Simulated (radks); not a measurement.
# S³⁺ in [He] 2s2 2p4 3s2 3p1 4p2: an all-electron calculation

Wanted: eigenvalues, radial structure and energy terms of the sulfur ion S3+.

The numbers are computed with radks (a radial shooting solver on a logarithmic mesh, Libxc functionals) version 1 (scalar-relativistic Kohn-Sham, r2SCAN, spin-unpolarised, spherical densities, finite nucleus), except any that are marked as measured or tabulated.

## Step 1: Starting point

| Item | Value |
| --- | --- |
| element | sulfur (Z = 16) |
| charge | +3 |
| electrons | 13 |
| configuration | [He] 2s2 2p4 3s2 3p1 4p2 |
| nuclear rms radius | 3.2611 fm |

The outer shells:

S³⁺
```
[He] core
2s [↑↓]
2p [↑↓][↑ ][↑ ]
3s [↑↓]
3p [↑ ][  ][  ]
4p [↑ ][↑ ][  ]
```

## Step 2: The run

Settings of this run:

```text
Z 16
configuration [He] 2s2 2p4 3s2 3p1 4p2 4s0 3d0
relativity scalar-relativistic
functional r2scan,r2scan
spin unpolarised
nucleus finite rms 3.2611 fm
c 137.035999084
```

Q: Predict the outcome of this run.

**Answer**, as computed:

| quantity | value |
| --- | --- |
| total energy | -380.74652 hartree |
| exchange-correlation share of it | 5.66 % |
| −T/E | 1.0043 |
| highest occupied level | 4p, -22.034 eV |
| most extended occupied level | 4p, <r> = 3.27 bohr |
| radius at density 0.001 e/bohr³ | 4.67 bohr |
| maxima of the radial density | 4 |

**Reading.** The radial density shows 4 maxima for 4 occupied principal shells. Relativity lifts −T/E to 1.004. This is not the tabulated ground configuration, so its levels and sizes aren't those of the ground state, and no measured value stands beside it.
